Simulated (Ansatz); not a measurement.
A run of Ansatz (development build ahead of 0.2.0) on singlet CH3Cl at this shape:

```xyz
5

C     0.0000    0.0000   -1.1193
Cl    0.0000    0.0000    0.6560
H     0.0000   -1.0366   -1.4786
H    -0.8977    0.5183   -1.4786
H     0.8977    0.5183   -1.4786
```

Its results:

* Converged: yes
* Reference energy: -499.11744 hartree
* Correlation energy: -0.28567 hartree
* Total energy: -499.40311 hartree
* Spin squared of the determinant: 0.000

Task: Which input gives this output? Name the method, the orbitals and the basis set, and write the input.

Result: RHF-MP2 in cc-pVDZ. An unrestricted run that stays on the closed shell gives the same numbers.

```yaml
crystal:
  periodic: [false, false, false]
  atoms:
    - { symbol: C, position_ang: [0.0, 0.0, -1.11933] }
    - { symbol: Cl, position_ang: [0.0, 0.0, 0.65598] }
    - { symbol: H, position_ang: [0.0, -1.03661, -1.47858] }
    - { symbol: H, position_ang: [-0.89773, 0.51831, -1.47858] }
    - { symbol: H, position_ang: [0.89773, 0.51831, -1.47858] }
basis:
  gaussian: { orbitals: cc-pVDZ }
hamiltonian:
  xc: hf
correlation:
  method: mp2
  frozen_orbitals: { C: 1, Cl: 5, H: 0 }
```
